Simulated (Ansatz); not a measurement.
**Rhombohedral A7 Sb**

All values below come from PBE-D3(BJ) (PAW; Ansatz, a program for electronic structure).

Numerical settings: plane-wave cutoff 500 eV, 8×8×8 k mesh, Fermi–Dirac smearing 0.05 eV, scalar-relativistic PAW data made under PBE.

Cell: relaxed at this level.

```yaml
equilibrium_volume_per_atom: 29.81 Å³/atom
equilibrium_lattice_constant_a: 4.325 Å
lattice_parameter_c: 11.040 Å
```

Measured, for comparison: lattice constant a 4.301 Å, lattice parameter c 11.232 Å (78 K, zero-point motion not removed; as tabulated in Schiferl, Barrett, J. Appl. Cryst. 2, 30 (1969), COD 9009654). Computed (rounded) less measured: lattice constant a +0.6 %, lattice parameter c -1.7 %.

Spin–orbit coupling is not included.

Static lattice: no zero-point or thermal effects.
